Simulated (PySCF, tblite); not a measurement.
Species: naphthalene, C₁₀H₈.
SMILES: `c1ccc2ccccc2c1`

Level of theory: PBE0/pcSseg-1 in PySCF (dipole) on a GFN2-xTB geometry, gas phase.

Masses are those of the commonest isotopes; rigid-rotor values at the optimised geometry. 

Task: What are A, B and C (GHz)?

Result: Ia = 159.55, Ib = 404.42, Ic = 563.97 u·Å²; 505379 MHz·u·Å²/I gives 3168, 1250 and 896.1 MHz, that is A = 3.1675, B = 1.2496, C = 0.8961 GHz.

Task: Classify the top.

Result: An asymmetric top. Ray's parameter κ = (2B − A − C)/(A − C) = -0.689; −1 is the prolate and +1 the oblate limit.

Task: Is it planar, by Δ = Ic − Ia − Ib?

Result: Planar: Δ = Ic − Ia − Ib = 0.00 u·Å². For a rigid frame Δ = −2 Σ m c², so it vanishes when all atoms lie in the ab plane; here none is more than 0.01 Å from it.

Task: Give the coordinates in the principal-axis frame, origin at the centre of mass.

Result: The sense of each axis is arbitrary; atoms in the order of the calculation.
```csv
atom,mass (u),a (Å),b (Å),c (Å)
C1,12.000,2.414,0.702,-0.001
C2,12.000,2.414,-0.702,0.001
C3,12.000,1.235,-1.392,0.002
C4,12.000,0.000,-0.710,0.000
C5,12.000,-1.235,-1.392,-0.001
C6,12.000,-2.414,-0.702,-0.001
C7,12.000,-2.414,0.702,0.001
C8,12.000,-1.235,1.392,0.001
C9,12.000,0.000,0.710,-0.001
C10,12.000,1.235,1.392,-0.001
H11,1.008,3.356,1.231,-0.001
H12,1.008,3.356,-1.231,0.001
H13,1.008,1.231,-2.473,0.005
H14,1.008,-1.230,-2.473,-0.003
H15,1.008,-3.356,-1.231,-0.001
H16,1.008,-3.356,1.231,0.004
H17,1.008,-1.230,2.473,0.002
H18,1.008,1.230,2.473,0.001
```

The point group D2h allows no dipole (computed: 0.00 D), so a rigid rotor has no electric-dipole lines.

Its GFN2-xTB frequencies are all real (lowest 157 cm⁻¹). These are rigid-rotor constants of the computed structure; measured ground-state constants (B0) also hold zero-point vibration.

On Arm Neoverse V1, one thread, on a shared host, this took 34 s wall. This is the PBE0/pcSseg-1 job that gave the dipole, with the shieldings it also computed.
